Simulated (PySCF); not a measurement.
Gas-phase thermal properties of SiHCl

Computed with PySCF (xtb for GFN2) and rigid-rotor harmonic-oscillator thermochemistry at 1 bar. 6-31G* has spherical d functions here. All species are closed-shell singlets. B3LYP is the form with VWN-RPA correlation. SiHCl: computed as isolated molecules; such fragments, hydroxides, amides, oligomers or adducts are transient or little studied in the gas. The harmonic model lacks anharmonicity and excited electronic states, which grow with temperature; levels with a mode under 35 cm⁻¹ are left out.

```csv
level,point group,σ,ZPE (kJ/mol),S°298 (J/mol/K),Cp298 (J/mol/K),S°1000 (J/mol/K),H1000 − H298 (kJ/mol)
B3LYP/6-31G*,Cs,1,20.1,251.9,41.1,309.1,34.0
GFN2-xTB,Cs,1,19.3,252.4,42.4,310.4,34.4
HF/6-31G*,Cs,1,21.9,251.1,40.3,307.3,33.4
PBE/def2-SVP,Cs,1,19.2,252.1,41.4,309.7,34.2
PBE0/def2-TZVP,Cs,1,20.1,251.4,40.9,308.5,34.0
```
σ: rotational symmetry number. Electronic degeneracy used: 1. Frequencies are unscaled.
